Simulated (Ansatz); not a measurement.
**CH₇NSi (built from SMILES C[SiH].N): a barrier at many levels of theory**

How high is the barrier of this step (Si1–H3 formed, Si1–N4 tightened, H3–N4 broken), and how far do cheaper methods land from CCSD(T)?

Method: single points in def2-TZVPP on PBE0-D4/def2-TZVP structures; program: Ansatz 0.2.0, Gaussian basis.

Levels: SPW92, PBE-D4, BLYP-D4, r2SCAN-D4, B97M-V, PBE0-D4, B3LYP-D4, r2SCAN0-D4, BHLYP-D4, CAM-B3LYP-D4, wB97X-V, wB97M-V, B2PLYP, PBE-QIDH, RPA on PBE, Hartree-Fock, MP2, CCSD, CCSD(T). The reference is CCSD(T) at the basis limit, from triple and quadruple zeta. Zero-point energies come from PBE0-D4 vibrations.

Cores are frozen in the correlated methods. B3LYP uses VWN-RPA correlation. B2PLYP carries no dispersion term here.

42 further runs of the same task are left out: 42 set aside as unsound or not needed.

## 1. Start, saddle and end, as given

Charge 0, multiplicity 1. The folders r, ts and p hold the start, the saddle and the end; their coordinates stand in the first inputs.

```
  pair  r (Å)  ts (Å)  p (Å)
Si1–H3  2.559   1.633  1.497
Si1–N4  2.036   1.894  1.724
 H3–N4  1.015   1.346  2.715
```

## 2. SPW92/def2-TZVPP

Contents of r/in.yaml:

```yaml
crystal:
  periodic: [false, false, false]
  atoms:
    - {symbol: Si, position_ang: [-0.855134, 0.285106, 0.861319]}
    - {symbol: C, position_ang: [0.861255, 1.052507, 0.443991]}
    - {symbol: H, position_ang: [-1.425597, -1.750733, -0.579518]}
    - {symbol: N, position_ang: [-0.541353, -1.290992, -0.389342]}
    - {symbol: H, position_ang: [-1.628668, 0.956681, -0.277030]}
    - {symbol: H, position_ang: [1.671616, 0.547818, 0.979680]}
    - {symbol: H, position_ang: [1.116944, 1.090390, -0.621366]}
    - {symbol: H, position_ang: [0.855721, 2.087439, 0.803836]}
    - {symbol: H, position_ang: [0.070982, -1.968944, 0.051409]}
    - {symbol: H, position_ang: [-0.125766, -1.009374, -1.273080]}
basis:
  gaussian: {orbitals: def2-TZVPP}
hamiltonian: {xc: lda}
```

Contents of ts/in.yaml:

```yaml
crystal:
  periodic: [false, false, false]
  atoms:
    - {symbol: Si, position_ang: [-0.738919, 0.170002, 0.433377]}
    - {symbol: C, position_ang: [0.894514, 1.100980, 0.576527]}
    - {symbol: H, position_ang: [-1.302276, -1.362456, 0.409413]}
    - {symbol: N, position_ang: [-0.488408, -1.354278, -0.662724]}
    - {symbol: H, position_ang: [-1.577822, 0.962097, -0.523752]}
    - {symbol: H, position_ang: [1.621031, 0.553254, 1.179808]}
    - {symbol: H, position_ang: [1.318509, 1.274619, -0.417781]}
    - {symbol: H, position_ang: [0.731999, 2.072374, 1.052693]}
    - {symbol: H, position_ang: [0.227895, -2.013192, -0.390732]}
    - {symbol: H, position_ang: [-0.686525, -1.403501, -1.656929]}
basis:
  gaussian: {orbitals: def2-TZVPP}
hamiltonian: {xc: lda}
```

Contents of p/in.yaml:

```yaml
crystal:
  periodic: [false, false, false]
  atoms:
    - {symbol: Si, position_ang: [-0.669537, 0.001013, 0.055172]}
    - {symbol: C, position_ang: [0.827279, 0.973117, 0.593795]}
    - {symbol: H, position_ang: [-1.376015, -0.474152, 1.286315]}
    - {symbol: N, position_ang: [-0.183419, -1.252010, -1.024818]}
    - {symbol: H, position_ang: [-1.632902, 0.847992, -0.700037]}
    - {symbol: H, position_ang: [1.538568, 0.332564, 1.122578]}
    - {symbol: H, position_ang: [1.337731, 1.411402, -0.266258]}
    - {symbol: H, position_ang: [0.538936, 1.777762, 1.274986]}
    - {symbol: H, position_ang: [0.494573, -1.934824, -0.724790]}
    - {symbol: H, position_ang: [-0.875216, -1.682963, -1.617042]}
basis:
  gaussian: {orbitals: def2-TZVPP}
hamiltonian: {xc: lda}
```

The same command starts each run, in its folder.

The run is started by

```
$ ansatz run in.yaml --threads 2 --pin off --events-out ev --progress --plain --max-ram 4352MiB
```

Further steps of the session: PBE-D4/def2-TZVPP; BLYP-D4/def2-TZVPP; r2SCAN-D4/def2-TZVPP; B97M-V/def2-TZVPP; PBE0-D4/def2-TZVPP; B3LYP-D4/def2-TZVPP; r2SCAN0-D4/def2-TZVPP; BHLYP-D4/def2-TZVPP; CAM-B3LYP-D4/def2-TZVPP; wB97X-V/def2-TZVPP; wB97M-V/def2-TZVPP; B2PLYP/def2-TZVPP; PBE-QIDH/def2-TZVPP; RPA on PBE/def2-TZVPP; CCSD(T)/def2-TZVPP; MP2/def2-QZVPP; Vibrations of the start structure; Vibrations of the end structure.

Q: Predict the outcome of this session. Wanted: barrier, CCSD(T)/CBS; reverse barrier, CCSD(T)/CBS; step energy, CCSD(T)/CBS; barrier with zero-point energy; step energy with zero-point energy; imaginary mode at the saddle; largest T1 diagnostic.

The runs gave:

```
                          quantity          value
              barrier, CCSD(T)/CBS   144.1 kJ/mol
      reverse barrier, CCSD(T)/CBS   319.9 kJ/mol
          step energy, CCSD(T)/CBS  -175.8 kJ/mol
    barrier with zero-point energy   126.8 kJ/mol
step energy with zero-point energy  -185.6 kJ/mol
      imaginary mode at the saddle     1548i cm⁻¹
             largest T1 diagnostic          0.012
```

**Reading.** The functionals run from PBE-QIDH, off by 0.0 kJ/mol, to SPW92, off by -40.9 kJ/mol, against CCSD(T)/CBS. Mean unsigned error by rung: LDA 40.9, GGA 22.9, meta-GGA 15.6, hybrid 9.6, range-separated hybrid 1.9, double hybrid 2.3 kJ/mol. PBE-D4 gives a barrier 27.4 kJ/mol too low, outside chemical accuracy (1 kcal/mol, 4.2 kJ/mol). Every functional without exact exchange puts the barrier too low, the usual mark of self-interaction error, which favours the spread-out density of a saddle. The barrier rises with the share of exact exchange, from BLYP-D4 through B3LYP-D4 to BHLYP-D4 (-18.4, -6.0, +14.8 kJ/mol). Hartree-Fock, with no correlation, is off by +50.9 kJ/mol. Zero-point motion lowers the barrier by 17.3 kJ/mol. The restricted Hartree–Fock reference is unstable towards an unrestricted one at one or more of these structures.
